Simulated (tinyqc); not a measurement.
Worked calculation: ROHF in the sto-3g basis, for LiH, spin multiplicity 3. One step of it, computed by the program tinyqc.

Question. Iteration 3: Roothaan effective Fock matrix. With projectors Pc = D(beta) S, Po = (D(alpha) - D(beta)) S, Pv = 1 - D(alpha) S, the block xy is Px^T F Py; with Fc = (F(alpha) + F(beta))/2, the blocks are Fc for cc, oo, vv and cv, F(beta) for co and F(alpha) for ov.

F(alpha) (hartree):
```
            1Li 1s     1Li 2s   1Li 2px   1Li 2py    1Li 2pz      2H 1s
1Li 1s   -2.363933  -0.630567  0.000000  0.000000  -0.000585  -0.007717
1Li 2s   -0.630567  -0.343491  0.000000  0.000000  -0.009183  -0.095661
1Li 2px   0.000000   0.000000  0.131048  0.000000   0.000000   0.000000
1Li 2py   0.000000   0.000000  0.000000  0.131048   0.000000   0.000000
1Li 2pz  -0.000585  -0.009183  0.000000  0.000000   0.105738  -0.144046
2H 1s    -0.007717  -0.095661  0.000000  0.000000  -0.144046  -0.473979
```

F(beta) (hartree):
```
            1Li 1s     1Li 2s   1Li 2px   1Li 2py    1Li 2pz      2H 1s
1Li 1s   -2.331304  -0.640658  0.000000  0.000000  -0.000349  -0.007832
1Li 2s   -0.640658  -0.078750  0.000000  0.000000  -0.003571  -0.020564
1Li 2px   0.000000   0.000000  0.192956  0.000000   0.000000   0.000000
1Li 2py   0.000000   0.000000  0.000000  0.192956   0.000000   0.000000
1Li 2pz  -0.000349  -0.003571  0.000000  0.000000   0.190125  -0.022580
2H 1s    -0.007832  -0.020564  0.000000  0.000000  -0.022580   0.295665
```

D(alpha) after iteration 2:
```
            1Li 1s     1Li 2s   1Li 2px   1Li 2py    1Li 2pz      2H 1s
1Li 1s    1.062725  -0.260478  0.000000  0.000000   0.002241   0.031308
1Li 2s   -0.260478   1.081799  0.000000  0.000000  -0.007105  -0.141030
1Li 2px   0.000000   0.000000  0.000000  0.000000   0.000000   0.000000
1Li 2py   0.000000   0.000000  0.000000  0.000000   0.000000   0.000000
1Li 2pz   0.002241  -0.007105  0.000000  0.000000   0.003390   0.057957
2H 1s     0.031308  -0.141030  0.000000  0.000000   0.057957   0.991328
```

D(beta) after iteration 2:
```
            1Li 1s     1Li 2s   1Li 2px   1Li 2py    1Li 2pz      2H 1s
1Li 1s    0.982420   0.034077  0.000000  0.000000   0.000525  -0.003238
1Li 2s    0.034077   0.001182  0.000000  0.000000   0.000018  -0.000112
1Li 2px   0.000000   0.000000  0.000000  0.000000   0.000000   0.000000
1Li 2py   0.000000   0.000000  0.000000  0.000000   0.000000   0.000000
1Li 2pz   0.000525   0.000018  0.000000  0.000000   0.000000  -0.000002
2H 1s    -0.003238  -0.000112  0.000000  0.000000  -0.000002   0.000011
```

overlap S:
```
           1Li 1s    1Li 2s   1Li 2px   1Li 2py   1Li 2pz     2H 1s
1Li 1s   1.000000  0.241137  0.000000  0.000000  0.000000  0.002540
1Li 2s   0.241137  1.000000  0.000000  0.000000  0.000000  0.134318
1Li 2px  0.000000  0.000000  1.000000  0.000000  0.000000  0.000000
1Li 2py  0.000000  0.000000  0.000000  1.000000  0.000000  0.000000
1Li 2pz  0.000000  0.000000  0.000000  0.000000  1.000000  0.207960
2H 1s    0.002540  0.134318  0.000000  0.000000  0.207960  1.000000
```

Give: effective F.

Answer.

effective F (hartree):
```
          1Li 1s   1Li 2s  1Li 2px  1Li 2py  1Li 2pz    2H 1s
1Li 1s   -2.3473  -0.6405   0.0000   0.0000  -0.0003  -0.0079
1Li 2s   -0.6405  -0.2138   0.0000   0.0000  -0.0041  -0.0583
1Li 2px   0.0000   0.0000   0.1620   0.0000   0.0000   0.0000
1Li 2py   0.0000   0.0000   0.0000   0.1620   0.0000   0.0000
1Li 2pz  -0.0003  -0.0041   0.0000   0.0000   0.1684  -0.0455
2H 1s    -0.0079  -0.0583   0.0000   0.0000  -0.0455  -0.0937
```
